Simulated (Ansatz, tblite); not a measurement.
# The cluster Si₃Sn−: one state, many levels

How do method and basis change the picture of the cluster Si₃Sn− (doublet)?

Computed with Ansatz 0.2.0, Gaussian basis. Level: as each input shows.

Levels to be run: GFN2-xTB, PBE-D4/def2-TZVPD, r2SCAN-D4/def2-TZVPD, LC-ωPBE/def2-TZVPD, revPBE-D4/def2-TZVPD, PBE-D4/def2-SVPD, PBE0-D4/def2-SVPD, CCSD(T)/def2-TZVPPD, MP2/def2-TZVPD, RPA/def2-TZVPD.

5 further runs of the same task are left out: 1 that didn't finish, 4 set aside as unsound or not needed. Runs told in other sessions of the task aren't counted.

## Step 1: The relaxed structure

The geometry is that of the doublet, from an earlier relaxation (r2SCAN-D4/def2-SVPD). At that level it is the lowest of the isomers that a small search found.

4 atoms, charge -1, spin multiplicity 2.

Bond lengths: Si1–Si2 2.307 Å, Si1–Sn4 2.610 Å, Si2–Si3 2.307 Å, Si3–Sn4 2.609 Å. Angles: Si2–Si1–Sn4 121.6°, Si1–Si2–Si3 62.3°, Si2–Si3–Sn4 121.7°, Si1–Sn4–Si3 54.4°.

Geometry (Å):

```xyz
4

Si   -0.3356   -1.1479   -0.0252
Si   -2.0148    0.4342   -0.0205
Si    0.1664    1.1842    0.0233
Sn    2.1840   -0.4704    0.0223
```

Sn takes a core potential in the def2 sets. No spin-orbit coupling is included. The ion is computed in the gas phase, without counter-ions or solvent.

PBE0-D4/def2-TZVPD was run before; its log isn't repeated, and its numbers join the tables.

## Step 2: GFN2-xTB

Tight binding, by tblite at 300 K electronic temperature and without a spin-polarisation term:

```python
tblite.interface.Calculator('GFN2-xTB', numbers, positions, charge=-1, uhf=1).singlepoint()
```

Energy -197.3601 eV; 0.008 s.

## Step 3: PBE-D4/def2-TZVPD

start.molden holds the orbitals of an earlier run on this state, given as this run's starting guess.

in.yaml reads:

```yaml
crystal:
  periodic: [false, false, false]
  atoms:
    - {symbol: Si, position_ang: [-0.335600, -1.147946, -0.025187]}
    - {symbol: Si, position_ang: [-2.014804, 0.434176, -0.020476]}
    - {symbol: Si, position_ang: [0.166389, 1.184188, 0.023349]}
    - {symbol: Sn, position_ang: [2.184005, -0.470419, 0.022314]}
basis:
  gaussian: {orbitals: def2-TZVPD, initial_orbitals: start.molden}
total_charge: -1
magnetization: {spin_polarized: true, initial_magnetization: 1}
hamiltonian: {xc: pbe, dispersion: d4}
scf: {omitted_lower_state_checks: [starts]}
output: {orbitals: {seedname: orbitals}}
```

Run with:

```
> ansatz run in.yaml --threads 4 --pin off --events-out ev --progress --plain --max-ram 4787MiB
```

The log of the run:

```text
Functional definition: PBE
  name "PBE"
  cite "Perdew, Burke & Ernzerhof, Phys. Rev. Lett. 77, 3865 (1996) doi:10.1103/PhysRevLett.77.3865"
  parent pbe
  parameter kappa = 0.804
  parameter beta = 0.06672455060314922
  exchange = pbe_x(kappa = kappa, mu = beta*pi^2/3)
  correlation = pbe_c(beta = beta)
these checks for a lower state are left out or cut short: starts
1229 factors; their error is unknown
mean field evaluation 1: about -29454.2089 eV, gradient 7.7e0 eV
mean field evaluation 2: about -29454.3118 eV, gradient 1.7e-1 eV
mean field evaluation 4: about -29454.3014 eV, gradient 1.9e-3 eV
mean field -29454.30141651 eV, -1082.4256122141 hartree, gradient 1.8e-5 eV, S^2 0.759979; 0 other end points of the search recorded, 0 dependent functions left out
reference -29454.30145182 eV, -1082.4256135117 hartree; 33, 32 occupied and 152, 153 virtual orbitals, 1229 factors
Total energy: -29454.58836300 eV, -1082.4361573030 hartree
Checks for a lower state left out: starts
```

Wall time 5.5 s (4 threads of Arm Neoverse N1, shared host).

HOMO 0.11 eV, LUMO 0.82 eV (over both spins); ⟨S²⟩ 0.760 (pure: 0.75). Doubts: highest occupied level lies above zero.

## Step 4: r2SCAN-D4/def2-TZVPD

Edit in.yaml of step 3 so:

```diff
@@ -11,3 +11,3 @@
 magnetization: {spin_polarized: true, initial_magnetization: 1}
-hamiltonian: {xc: pbe, dispersion: d4}
+hamiltonian: {xc: r2scan, dispersion: d4}
 scf: {omitted_lower_state_checks: [starts]}
```

Same command.

The log of the run:

```text
Functional definition: r2SCAN
  name "r2SCAN"
  cite "Furness, Kaplan, Ning, Perdew & Sun, J. Phys. Chem. Lett. 11, 8208 (2020) doi:10.1021/acs.jpclett.0c02405"
  cite "Furness, Kaplan, Ning, Perdew & Sun, J. Phys. Chem. Lett. 11, 9248 (2020) doi:10.1021/acs.jpclett.0c03077"
  parent r2scan
  parameter k0 = 0.174
  parameter k1 = 0.065
  parameter a1 = 4.9479
  exchange = r2scan_x(k0 = k0, k1 = k1, a1 = a1)
  correlation = r2scan_c
these checks for a lower state are left out or cut short: starts
1229 factors; their error is unknown
mean field evaluation 1: about -29466.0309 eV, gradient 5.5e0 eV
mean field evaluation 2: about -29466.0772 eV, gradient 8.7e-2 eV
mean field evaluation 4: about -29466.0653 eV, gradient 4.8e-4 eV
mean field -29466.06530169 eV, -1082.8579270208 hartree, gradient 2.2e-5 eV, S^2 0.780659; 0 other end points of the search recorded, 0 dependent functions left out
reference -29466.06532466 eV, -1082.8579278647 hartree; 33, 32 occupied and 152, 153 virtual orbitals, 1229 factors
Total energy: -29466.11754033 eV, -1082.8598467553 hartree
Checks for a lower state left out: starts
```

It took 15 s on 4 threads of Arm Neoverse N1, shared host.

HOMO -0.18 eV, LUMO 1.06 eV (over both spins); ⟨S²⟩ 0.781 (pure: 0.75).

## Step 5: LC-ωPBE/def2-TZVPD

Edit in.yaml of step 4 so:

```diff
@@ -11,4 +11,4 @@
 magnetization: {spin_polarized: true, initial_magnetization: 1}
-hamiltonian: {xc: r2scan, dispersion: d4}
+hamiltonian: {xc: {name: LC-wPBE}}
 scf: {omitted_lower_state_checks: [starts]}
-output: {orbitals: {seedname: orbitals}}
+output: {forces: true, orbitals: {seedname: orbitals}}
```

Launched as before.

The log of the run, cut to the lines that bear on the results:

```text
Functional definition: LC-wPBE
  name "LC-wPBE"
  cite "Vydrov & Scuseria, J. Chem. Phys. 125, 234109 (2006) doi:10.1063/1.2409292"
  cite "Heyd & Scuseria, J. Chem. Phys. 120, 7274 (2004) doi:10.1063/1.1668634"
  cite "Ernzerhof & Perdew, J. Chem. Phys. 109, 3313 (1998) doi:10.1063/1.476928"
  cite "Perdew, Burke & Ernzerhof, Phys. Rev. Lett. 77, 3865 (1996) doi:10.1103/PhysRevLett.77.3865"
  parent pbe
[...]
1229 factors; their error is unknown
462 factors; integrals over basis functions are off by at most 4.0e-5 eV
[...]
mean field -29457.55099819 eV, -1082.5450321383 hartree, gradient 1.9e-5 eV, S^2 0.824369; 0 other end points of the search recorded, 0 dependent functions left out
[...]
reference -29457.55099820 eV, -1082.5450321385 hartree; 33, 32 occupied and 152, 153 virtual orbitals, 1229 factors
Total energy: -29457.55099820 eV, -1082.5450321385 hartree
Atom 0 at    -0.335600    -1.147946    -0.025187 Å, force     0.002371     0.765268     0.013795 eV/Å
Atom 1 at    -2.014804     0.434176    -0.020476 Å, force     1.025195    -0.221436     0.010273 eV/Å
Atom 2 at     0.166389     1.184188     0.023349 Å, force    -0.312318    -0.697567    -0.016647 eV/Å
Atom 3 at     2.184005    -0.470419     0.022314 Å, force    -0.715248     0.153735    -0.007421 eV/Å
Dipole moment:     0.916081    -0.197266     0.009352 e Å
Checks for a lower state left out: starts
```

Run time: 19 s. Hardware: 4 threads of Arm Neoverse N1, shared host; peak memory 0.76 GiB.

From the report: HOMO -2.67 eV, LUMO 3.38 eV (over both spins); ⟨S²⟩ 0.824 (pure: 0.75).

## Step 6: revPBE-D4/def2-TZVPD

Edit in.yaml of step 5 so:

```diff
@@ -11,4 +11,4 @@
 magnetization: {spin_polarized: true, initial_magnetization: 1}
-hamiltonian: {xc: {name: LC-wPBE}}
+hamiltonian: {xc: {name: revPBE}, dispersion: d4}
 scf: {omitted_lower_state_checks: [starts]}
-output: {forces: true, orbitals: {seedname: orbitals}}
+output: {orbitals: {seedname: orbitals}}
```

Launched as before.

The log of the run:

```text
Functional definition: revPBE
  name "revPBE"
  cite "Zhang & Yang, Phys. Rev. Lett. 80, 890 (1998) doi:10.1103/PhysRevLett.80.890"
  cite "Perdew, Burke & Ernzerhof, Phys. Rev. Lett. 77, 3865 (1996) doi:10.1103/PhysRevLett.77.3865"
  parameter kappa = 1.245
  parameter beta = 0.06672455060314922
  exchange = pbe_x(kappa = kappa, mu = beta*pi^2/3)
  correlation = pbe_c(beta = beta)
these checks for a lower state are left out or cut short: starts
1229 factors; their error is unknown
mean field evaluation 1: about -29462.5625 eV, gradient 6.5e0 eV
mean field evaluation 2: about -29462.6335 eV, gradient 1.3e-1 eV
mean field evaluation 4: about -29462.6225 eV, gradient 1.3e-3 eV
mean field -29462.62250868 eV, -1082.7314067113 hartree, gradient 1.2e-5 eV, S^2 0.762146; 0 other end points of the search recorded, 0 dependent functions left out
reference -29462.62255281 eV, -1082.7314083328 hartree; 33, 32 occupied and 152, 153 virtual orbitals, 1229 factors
Total energy: -29463.19410001 eV, -1082.7524123052 hartree
Checks for a lower state left out: starts
```

It took 5.5 s on 4 threads of Arm Neoverse N1, shared host.

From the report: HOMO 0.14 eV, LUMO 0.92 eV (over both spins); ⟨S²⟩ 0.762 (pure: 0.75). Doubts: highest occupied level lies above zero.

## Step 7: PBE-D4/def2-SVPD

Edit in.yaml of step 6 so:

```diff
@@ -8,6 +8,6 @@
 basis:
-  gaussian: {orbitals: def2-TZVPD, initial_orbitals: start.molden}
+  gaussian: {orbitals: def2-SVPD, initial_orbitals: start.molden}
 total_charge: -1
 magnetization: {spin_polarized: true, initial_magnetization: 1}
-hamiltonian: {xc: {name: revPBE}, dispersion: d4}
+hamiltonian: {xc: pbe, dispersion: d4}
 scf: {omitted_lower_state_checks: [starts]}
```

The command is unchanged.

The log of the run:

```text
Functional definition: PBE
  name "PBE"
  cite "Perdew, Burke & Ernzerhof, Phys. Rev. Lett. 77, 3865 (1996) doi:10.1103/PhysRevLett.77.3865"
  parent pbe
  parameter kappa = 0.804
  parameter beta = 0.06672455060314922
  exchange = pbe_x(kappa = kappa, mu = beta*pi^2/3)
  correlation = pbe_c(beta = beta)
these checks for a lower state are left out or cut short: starts
1037 factors; their error is unknown
mean field evaluation 1: about -29445.9469 eV, gradient 1.4e1 eV
mean field evaluation 2: about -29446.0908 eV, gradient 3.0e-1 eV
mean field evaluation 4: about -29446.0750 eV, gradient 3.3e-2 eV
mean field evaluation 8: about -29446.0750 eV, gradient 2.1e-5 eV
mean field -29446.07500927 eV, -1082.1232973243 hartree, gradient 2.1e-5 eV, S^2 0.759631; 0 other end points of the search recorded, 0 dependent functions left out
reference -29446.07504500 eV, -1082.1232986372 hartree; 33, 32 occupied and 71, 72 virtual orbitals, 1037 factors
Total energy: -29446.36195618 eV, -1082.1338424285 hartree
Checks for a lower state left out: starts
```

Run time: 2.8 s. Hardware: 4 threads of Arm Neoverse N1, shared host.

Report: HOMO 0.20 eV, LUMO 0.93 eV (over both spins); ⟨S²⟩ 0.760 (pure: 0.75). Doubts: highest occupied level lies above zero.

## Step 8: PBE0-D4/def2-SVPD

Edit in.yaml of step 7 so:

```diff
@@ -11,3 +11,3 @@
 magnetization: {spin_polarized: true, initial_magnetization: 1}
-hamiltonian: {xc: pbe, dispersion: d4}
+hamiltonian: {xc: pbe0, dispersion: d4}
 scf: {omitted_lower_state_checks: [starts]}
```

Same command.

The log of the run:

```text
Functional definition: PBE0
  name "PBE0"
  cite "Adamo & Barone, J. Chem. Phys. 110, 6158 (1999) doi:10.1063/1.478522"
  cite "Perdew, Burke & Ernzerhof, Phys. Rev. Lett. 77, 3865 (1996) doi:10.1103/PhysRevLett.77.3865"
  parent pbe
  parameter a = 0.25
  parameter kappa = 0.804
  parameter beta = 0.06672455060314922
  exchange = (1 - a)*pbe_x(kappa = kappa, mu = beta*pi^2/3) + a*exact_x
  correlation = pbe_c(beta = beta)
these checks for a lower state are left out or cut short: starts
1116 factors; integrals over basis functions are off by at most 7.1e-4 eV
mean field evaluation 1: about -29448.0508 eV, gradient 1.3e1 eV
mean field evaluation 2: about -29448.1358 eV, gradient 1.9e-1 eV
mean field evaluation 4: about -29448.1357 eV, gradient 6.3e-4 eV
mean field -29448.13565918 eV, -1082.1990248114 hartree, gradient 1.6e-5 eV, S^2 0.774548; 0 other end points of the search recorded, 0 dependent functions left out
reference -29448.13568584 eV, -1082.1990257912 hartree; 33, 32 occupied and 71, 72 virtual orbitals, 1116 factors
Total energy: -29448.38045326 eV, -1082.2080208283 hartree
Checks for a lower state left out: starts
```

It took 4 s on 4 threads of Arm Neoverse N1, shared host.

From the report: HOMO -0.54 eV, LUMO 1.60 eV (over both spins); ⟨S²⟩ 0.775 (pure: 0.75).

## Step 9: CCSD(T)/def2-TZVPPD

Edit in.yaml of step 8 so:

```diff
@@ -8,7 +8,7 @@
 basis:
-  gaussian: {orbitals: def2-SVPD, initial_orbitals: start.molden}
+  gaussian: {orbitals: "def2-TZVPPD.json", initial_orbitals: start.molden}
 total_charge: -1
 magnetization: {spin_polarized: true, initial_magnetization: 1}
-hamiltonian: {xc: pbe0, dispersion: d4}
-scf: {omitted_lower_state_checks: [starts]}
+correlation: {method: ccsd_t}
+scf: {omitted_lower_state_checks: [starts, cluster_reference]}
 output: {orbitals: {seedname: orbitals}}
```

The command is unchanged.

The log of the run, cut to the lines that bear on the results:

```text
Functional definition: HF
  name "HF"
  cite "Fock, Z. Phys. 61, 126 (1930) doi:10.1007/BF01340294"
  parent pbe
[...]
1364 factors; integrals over basis functions are off by at most 9.5e-4 eV
[...]
mean field -29392.83745333 eV, -1080.1668532290 hartree, gradient 4.1e-6 eV, S^2 0.887083; 0 other end points of the search recorded, 0 dependent functions left out
19 core orbitals not correlated: weight in the atoms' cores, before any rotation towards them, 1.000 or more for the frozen orbitals, at most 0.000 for the correlated occupied ones
reference -29392.83745333 eV, -1080.1668532290 hartree; 14, 13 occupied and 167, 168 virtual orbitals, 1364 factors
second order -17.76145512 eV of doubles, -0.00000000 eV of singles
cycle   1  -16.87790533 eV  change    8.8e-1 eV  update   1.7e-1
[...]
cycle  12  -17.72730038 eV  change   -1.9e-5 eV  update   2.5e-5
perturbative correction -1.24035812 eV, -0.0455823200 hartree
Total energy: -29411.80511183 eV, -1080.8639018221 hartree
Checks for a lower state left out: starts, cluster_reference
```

Run time: 13 min. Hardware: 4 threads of Arm Neoverse N1, shared host; peak memory 3 GiB.

Hartree-Fock HOMO -2.37 eV, LUMO 4.34 eV (over both spins); ⟨S²⟩ 0.887 (pure: 0.75); T1 0.027.

## Step 10: MP2/def2-TZVPD

Edit in.yaml of step 9 so:

```diff
@@ -8,7 +8,7 @@
 basis:
-  gaussian: {orbitals: "def2-TZVPPD.json", initial_orbitals: start.molden}
+  gaussian: {orbitals: def2-TZVPD, initial_orbitals: start.molden}
 total_charge: -1
 magnetization: {spin_polarized: true, initial_magnetization: 1}
-correlation: {method: ccsd_t}
-scf: {omitted_lower_state_checks: [starts, cluster_reference]}
+correlation: {method: mp2}
+scf: {omitted_lower_state_checks: [starts]}
 output: {orbitals: {seedname: orbitals}}
```

The command is unchanged.

The log of the run:

```text
Functional definition: HF
  name "HF"
  cite "Fock, Z. Phys. 61, 126 (1930) doi:10.1007/BF01340294"
  parent pbe
  exchange = exact_x
  correlation = 0
these checks for a lower state are left out or cut short: starts
1298 factors; integrals over basis functions are off by at most 9.6e-4 eV
mean field evaluation 1: about -29391.7651 eV, gradient 2.1e1 eV
mean field evaluation 2: about -29392.5193 eV, gradient 1.1e0 eV
mean field evaluation 4: about -29392.8258 eV, gradient 8.6e-1 eV
mean field evaluation 8: about -29392.8343 eV, gradient 6.4e-4 eV
mean field -29392.83432676 eV, -1080.1667383296 hartree, gradient 2.7e-6 eV, S^2 0.886773; 0 other end points of the search recorded, 0 dependent functions left out
19 core orbitals not correlated: weight in the atoms' cores, before any rotation towards them, 1.000 or more for the frozen orbitals, at most 0.000 for the correlated occupied ones
reference -29392.83432676 eV, -1080.1667383296 hartree; 14, 13 occupied and 152, 153 virtual orbitals, 1298 factors
second order -17.63086899 eV of doubles, -0.00000000 eV of singles
Total energy: -29410.46519575 eV, -1080.8146608143 hartree
Checks for a lower state left out: starts
```

Wall time 8.5 s (4 threads of Arm Neoverse N1, shared host); peak memory 0.57 GiB.

From the report: Hartree-Fock HOMO -2.37 eV, LUMO 4.34 eV (over both spins); ⟨S²⟩ 0.887 (pure: 0.75).

## Step 11: RPA/def2-TZVPD

Edit in.yaml of step 10 so:

```diff
@@ -11,4 +11,4 @@
 magnetization: {spin_polarized: true, initial_magnetization: 1}
-correlation: {method: mp2}
+hamiltonian: {xc: pbe}
+correlation: {method: rpa}
 scf: {omitted_lower_state_checks: [starts]}
-output: {orbitals: {seedname: orbitals}}
```

The command is unchanged.

The log of the run, cut to the lines that bear on the results:

```text
Functional definition: PBE
  name "PBE"
  cite "Perdew, Burke & Ernzerhof, Phys. Rev. Lett. 77, 3865 (1996) doi:10.1103/PhysRevLett.77.3865"
  parent pbe
[...]
1298 factors; integrals over basis functions are off by at most 9.6e-4 eV
[...]
mean field -29454.30140339 eV, -1082.4256117319 hartree, gradient 9.7e-6 eV, S^2 0.759979; 0 other end points of the search recorded, 0 dependent functions left out
19 core orbitals not correlated: weight in the atoms' cores, before any rotation towards them, 1.000 or more for the frozen orbitals, at most 0.000 for the correlated occupied ones
reference -29391.35467869 eV, -1080.1123622660 hartree; 14, 13 occupied and 152, 153 virtual orbitals, 1298 factors
Total energy: -29418.21423466 eV, -1081.0994327421 hartree
Checks for a lower state left out: starts
```

It took 9 s on 4 threads of Arm Neoverse N1, shared host.

Report: ⟨S²⟩ 0.760 (pure: 0.75).

## Step 12: Levels side by side

```csv
level,functions,HOMO (eV),LUMO (eV),gap (eV),⟨S²⟩,time
PBE-D4/def2-SVPD,104,0.20,0.93,0.72,0.760,2.8 s
PBE-D4/def2-TZVPD,185,0.11,0.82,0.71,0.760,5.5 s
revPBE-D4/def2-TZVPD,185,0.14,0.92,0.78,0.762,5.5 s
r2SCAN-D4/def2-TZVPD,185,-0.18,1.06,1.24,0.781,15 s
PBE0-D4/def2-SVPD,104,-0.54,1.60,2.14,0.775,4 s
PBE0-D4/def2-TZVPD,185,-0.61,1.50,2.10,0.775,9.5 s
LC-ωPBE/def2-TZVPD,185,-2.67,3.38,6.05,0.824,19 s
```

The pieces so far (eV):

```csv
basis,HF,MP2 correlation,CCSD correlation,(T),total
def2-TZVPPD,-29392.8375,-17.7615,-17.7273,-1.2404,-29411.8051
def2-TZVPD,-29392.8343,-17.6309,,,-29410.4652 (MP2)
```

## Step 13: Results

| quantity | value |
| --- | --- |
| gap in def2-TZVPD, named functionals, smallest and largest | 0.71 eV (PBE-D4), 6.05 eV (LC-ωPBE) |
| correlation energy, CCSD(T)/def2-TZVPPD | -18.97 eV |
| correlation energy, MP2/def2-TZVPD | -17.63 eV |
| ⟨S²⟩ in def2-TZVPD, named functionals, smallest and largest | 0.760, 0.824 |
| PBE0 total energy, smallest basis above largest | 8.13 eV (def2-SVPD, def2-TZVPD) |

**Reading.** Over the named functionals in def2-TZVPD the gap runs from 0.71 eV (PBE-D4) to 6.05 eV (LC-ωPBE); exact exchange widens it. Over the named functionals in def2-TZVPD spin contamination reaches 0.07 (LC-ωPBE), which is small. PBE-D4, revPBE-D4 put the HOMO above zero; others here keep it below zero, so the sign hangs on the functional's self-interaction and doesn't show that the species is unbound.

The slowest run with a step of its own, CCSD(T)/def2-TZVPPD, took 13 min; the quickest functional in def2-TZVPD took 5.5 s (shared host).
